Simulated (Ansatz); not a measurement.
Structure relaxation of Bi

These are results of DFT PBEsol, scalar-relativistic, plane waves, PAW in Ansatz, not measurements. Cutoff 420 eV, Γ-centred k mesh, Gaussian smearing, no spin polarisation in the final step.

Bi was placed on the iodine structure type (Cmce, No. 64), at a guessed volume.

```
Bi
1.0
     3.43193   -2.26824    0.00000
     3.43193    2.26824    0.00000
     0.00000    0.00000    9.25272
Bi
4
Cartesian
  3.4319 -1.5878 1.0826
  3.4319 -0.6805 5.7089
  3.4319 1.5878 8.1702
  3.4319 0.6805 3.5438
```

Cell and atoms relax at zero pressure; the relaxation can't lower the symmetry of the start. After a coarse first stage the cell is made exact in the group found at 0.06 Å.

Energies count from the standard state of Bi at the same level.

Question: Which crystal results?

Answer: It ends in Im-3m (No. 229). The result has the bcc structure. Conventional cell: a = 3.917 Å. Bi is coordinated by 8 Bi at 3.39 Å and 6 Bi at 3.92 Å.

```cif
data_structure
_symmetry_space_group_name_H-M 'Im-3m'
_symmetry_Int_Tables_number 229
_cell_length_a 3.9166
_cell_length_b 3.9166
_cell_length_c 3.9166
_cell_angle_alpha 90.000
_cell_angle_beta 90.000
_cell_angle_gamma 90.000
_cell_volume 60.08
loop_
_atom_site_label
_atom_site_type_symbol
_atom_site_symmetry_multiplicity
_atom_site_Wyckoff_symbol
_atom_site_fract_x
_atom_site_fract_y
_atom_site_fract_z
_atom_site_occupancy
Bi1 Bi 2 a 0.00000 0.00000 0.00000 1
```

Question: What are its volume, energy, density and gap?

Answer: The volume per atom is 30.04 Å³ and the density is 11.55 g/cm³. The energy over the standard structure is 0.08 eV/atom and the gap on the 20×20×20 mesh is 0 eV (a metal).

The final run used a 20×20×20 mesh on its 1-atom cell and 0.10 eV smearing. For metals, differences of a few meV/atom aren't resolved. Spin–orbit coupling is left out. Symmetry constrained the relaxation, so the result can be a saddle point.

This bcc form isn't the element's structure at ambient conditions.